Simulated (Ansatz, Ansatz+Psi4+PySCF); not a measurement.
Two shapes of singlet SiH4.

Shape 1:

```xyz
5

Si    0.0000    0.0000    0.0000
H     0.8561    0.8561    0.8561
H    -0.8561   -0.8561    0.8561
H    -0.8561    0.8561   -0.8561
H     0.8561   -0.8561   -0.8561
```

Shape 2:

```xyz
5

Si    0.0000    0.0000    0.0000
H     0.8446    0.8446    0.8446
H    -0.8446   -0.8446    0.8446
H    -0.8446    0.8446   -0.8446
H     0.8446   -0.8446   -0.8446
```

Basis set: cc-pVTZ on H; cc-pV(T+d)Z on Si (spherical functions). Left uncorrelated: 5 orbitals. Charge 0, multiplicity 1.

Computed with Ansatz (development build ahead of 0.2.0) and Psi4 1.11; each method stands on the lowest determinant of its kind that the runs found.

Q: Which shape is lower in energy, and by how much in each method?

A:

```csv
method,E(2) − E(1) (eV)
RHF,0.004
RHF-MP2,0.003
RHF-CCSD(T),0.010
```

Shape 1 is lower.
